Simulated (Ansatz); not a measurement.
`NC1=C(F)C1` → `C=NC(=C)F`  (isomerisation)

Program: Ansatz. Geometries: PBE0-D4/def2-TZVP. ΔE: electronic, gas phase. CCSD(T)/CBS is the MP2 limit (def2-TZVPP, def2-QZVPP) plus CCSD(T) − MP2 in def2-TZVPP, frozen cores. Functionals use def2-TZVPP. One conformer a species, not always the lowest.

`NC1=C(F)C1`:

```xyz
9

N     1.342    0.844    0.297
C     0.229    0.067    0.203
C    -0.565   -0.893    0.517
F    -0.863   -1.902    1.313
C    -0.866   -0.299   -0.793
H     1.250    1.764   -0.104
H     1.779    0.859    1.205
H    -0.585   -0.814   -1.719
H    -1.720    0.374   -0.918
```

`C=NC(=C)F`:

Cartesian coordinates in Å:
```
C 0.949 -0.207 -1.489
N 0.832 0.054 -0.254
C -0.406 0.022 0.340
C -0.610 0.283 1.624
F -1.453 -0.295 -0.449
H 1.943 -0.173 -1.928
H 0.109 -0.465 -2.136
H 0.239 0.535 2.242
H -1.602 0.246 2.050
```

Q: Is it downhill or uphill in electronic energy at CCSD(T)/CBS, and by how much? (An estimate is asked.)

A: The calculation gave: Downhill: ΔE = -160.4 kJ/mol.

Q: What do these levels give: LDA (SPW92), revPBE-D4, r2SCAN-D4, PBE0-D4, PBE, BLYP, r2SCAN, PBE0, r2SCANh, BHLYP, LC-ωPBE, CCSD/def2-TZVPP? (An estimate is asked.)

A: The calculation gave: LDA (SPW92) -123.9, revPBE-D4 -146.4, r2SCAN-D4 -154.6, PBE0-D4 -137.3, PBE -140.0, BLYP -169.0, r2SCAN -154.4, PBE0 -136.8, r2SCANh -151.3, BHLYP -165.8, LC-ωPBE -122.7, CCSD/def2-TZVPP -162.6 kJ/mol.

Largest T1 diagnostic among the species: 0.013.

In def2-TZVPP, CCSD(T) changes the Hartree–Fock value by +18.7 kJ/mol (the triples alone add −1.6 kJ/mol) and MP2 by +36.0 kJ/mol. From r2SCAN to r2SCAN0 (25 % exact exchange), in def2-TZVPP and without D4, ΔE moves by +7.7 kJ/mol.
